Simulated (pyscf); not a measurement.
## Four-centre exchange: `[OH][Si]([OH])([OH])[OH]` + `[F][CH2][F]` → `[OH][Si]([OH])([OH])[CH]([F])[F]` + `[OH2]`

Gas phase, singlet surface, charge 0. Bonds broken: Si2–O5, C11–H13. Bonds formed: Si2–C11, O5–H13. Optimised with ωB97X-D3(BJ)/def2-SVP in PySCF.

Transition state (Å):

```xyz
14

O      0.8628     0.9385    -0.9592
Si    -0.4821     0.0879    -0.5405
O     -0.3881    -1.1925    -1.6127
O     -2.0732     0.4972    -0.7674
O     -0.2603    -0.8694     0.9993
H      1.1193     1.6425    -0.3468
H      0.4875    -1.3189    -1.9930
H     -2.4246     0.0353    -1.5400
H     -0.8876    -1.5870     1.1784
F     -1.1889     1.5252     2.4807
C     -0.6896     1.6717     1.1901
F      0.5312     2.3292     1.3240
H     -0.5131     0.1347     1.3685
H     -1.3715     2.3684     0.6742
```

One imaginary mode, 1149i cm⁻¹; descent along it reached the two sides named, in the forms told below.

```tsv
bond	change	reactant side (Å)	saddle	product side
Si2–O5	breaks	1.658	1.827	2.176
C11–H13	breaks	1.101	1.557	3.1
Si2–C11	forms	3.6	2.355	1.924
O5–H13	forms	2.467	1.099	0.968
```

Electronic energies relative to the separated reactants (kcal/mol):

| level | barrier | reaction energy | reverse barrier |
|---|---|---|---|
| ωB97X-D3(BJ)/def2-TZVP | 69.0 | +34.0 | 35.0 |
| PBE/def2-TZVP | 63.1 | +32.9 | 30.2 |
| r²SCAN/def2-TZVP | 65.9 | +35.5 | 30.4 |
| B3LYP-D3(BJ)/def2-TZVP | 69.6 | +34.7 | 34.9 |
| PBE0-D3(BJ)/def2-TZVP | 66.3 | +34.2 | 32.2 |
| M06-2X/def2-TZVP | 70.1 | +37.4 | 32.7 |
| ωB97M-D3(BJ)/def2-TZVP | 68.5 | +34.9 | 33.6 |
| HF/def2-TZVP | 96.3 | +41.5 | 54.8 |

With ωB97M-D3(BJ)/def2-TZVP energies and thermal terms (ideal gas, 1 atm, RRHO with modes under 100 cm⁻¹ raised to 100, one conformer, R ln 2 for chiral ones without a mode under 150 cm⁻¹), in kcal/mol:

```
T (K)   ΔH‡    ΔG‡     ΔH     ΔG
-----  ----  -----  -----  -----
298    66.9   79.7  +33.9  +34.3
600    67.6   92.4  +34.6  +34.4
900    68.4  104.7  +35.0  +34.1
1200   69.2  116.7  +35.1  +33.8
```

On the reactant side the descent ends in a complex (not fully relaxed), 5.0 kcal/mol under the separated species and 74.0 kcal/mol under the saddle at ωB97X-D3(BJ)/def2-TZVP. On the product side the descent ends in an adduct with a O–Si contact (not fully relaxed), 0.5 kcal/mol under the separated species and 35.5 kcal/mol under the saddle at ωB97X-D3(BJ)/def2-TZVP. What is counted as broken (O–Si) persists as a longer contact in the product adduct; parting that adduct is a step of its own. One saddle was located; it need not be the lowest between these sides.
